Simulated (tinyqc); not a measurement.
Inside a calculation. Method: harmonic frequencies on the RHF/sto-3g surface (energies and gradients from PySCF), for H2O, spin multiplicity 1. Computed by tinyqc, a small Python program that keeps every step (integrals from PySCF). Settings: charge = 0, multiplicity = 1, basis = sto-3g, delta = 0.01. Command: `OMP_NUM_THREADS=1 python tinyqc.py 23687 23688 out.jsonl` (the two numbers bound the seeds that draw the settings). One thread of a shared host (Intel(R) Xeon(R) Processor @ 2.60GHz), about 2 s of CPU time with the checks.

## One row of the Hessian: 2Hy

optimised positions (bohr):
```
         x        y        z
1O  0.0259  -0.0304  -0.1658
2H  0.0456   1.4183   1.0161
3H  0.0589  -1.4465   1.0545
```

gradient at +delta (hartree/bohr):
```
            x          y          z
1O  -0.000029  -0.004062  -0.002108
2H   0.000040   0.004426   0.002704
3H  -0.000012  -0.000364  -0.000596
```

gradient at -delta (hartree/bohr):
```
            x          y          z
1O   0.000030   0.004126   0.002194
2H  -0.000042  -0.004501  -0.002792
3H   0.000011   0.000375   0.000598
```

Displace 2Hy by +/-0.01 bohr; H(k, :) = (g(+) - g(-)) / (2 delta).

row of the Hessian (hartree/bohr^2): 1Ox -0.002944, 1Oy -0.409437, 1Oz -0.215089, 2Hx 0.004094, 2Hy 0.446365, 2Hz 0.274756, 3Hx -0.001150, 3Hy -0.036928, 3Hz -0.059667

## Hessian by finite differences

All rows are made in the same way, and the matrix is symmetrised.

Hessian (symmetrised) (hartree/bohr^2):
```
           1Ox        1Oy        1Oz        2Hx        2Hy        2Hz        3Hx        3Hy
1Ox   0.000342  -0.003545   0.013951  -0.000114  -0.002944  -0.005347  -0.000227   0.006488
1Oy  -0.003545   0.803908  -0.002207  -0.005597  -0.409437  -0.335872   0.009142  -0.394472
1Oz   0.013951  -0.002207   0.634587  -0.005872  -0.215078  -0.309871  -0.008079   0.217285
2Hx  -0.000114  -0.005597  -0.005872   0.000105   0.004094   0.005232   0.000008   0.001503
2Hy  -0.002944  -0.409437  -0.215078   0.004094   0.446365   0.274745  -0.001150  -0.036928
2Hz  -0.005347  -0.335872  -0.309871   0.005232   0.274745   0.292546   0.000115   0.061127
3Hx  -0.000227   0.009142  -0.008079   0.000008  -0.001150   0.000115   0.000218  -0.007992
3Hy   0.006488  -0.394472   0.217285   0.001503  -0.036928   0.061127  -0.007992   0.431401
3Hz  -0.008604   0.338079  -0.324720   0.000640  -0.059667   0.017327   0.007964  -0.278412

           3Hz
1Ox  -0.008604
1Oy   0.338079
1Oz  -0.324720
2Hx   0.000640
2Hy  -0.059667
2Hz   0.017327
3Hx   0.007964
3Hy  -0.278412
3Hz   0.307395
```

## Normal modes

masses (u): 1O 15.9949, 2H 1.0078, 3H 1.0078

Diagonalise H_ij / sqrt(m_i m_j); the 6 smallest eigenvalues belong to translations and rotations; wavenumber = sqrt(eigenvalue / 1822.888) x 219474.63; each mode has its largest component positive (the first on a tie); zero-point energy = sum of wavenumbers / 2, with 349.755 1/cm per kcal/mol.

eigenvalues of the mass-weighted Hessian (hartree/(bohr^2 u)): 0.0000  0.0000  0.0000  0.0000  0.0000  0.0000  0.1782  0.6486  0.7297

harmonic wavenumbers of the vibrations (1/cm): 2169.9  4140.1  4391.1

mass-weighted modes:
```
      mode 1   mode 2   mode 3
1Ox  -0.0058  -0.0045   0.0012
1Oy  -0.0036  -0.0028  -0.2624
1Oz  -0.2644  -0.2048   0.0035
2Hx   0.0136   0.0063   0.0072
2Hy  -0.4259   0.5644   0.5287
2Hz   0.5324   0.4005   0.4313
3Hx   0.0095   0.0115  -0.0120
3Hy   0.4402  -0.5534   0.5168
3Hz   0.5208   0.4155  -0.4453
```

zero-point energy = 15.2979 kcal/mol
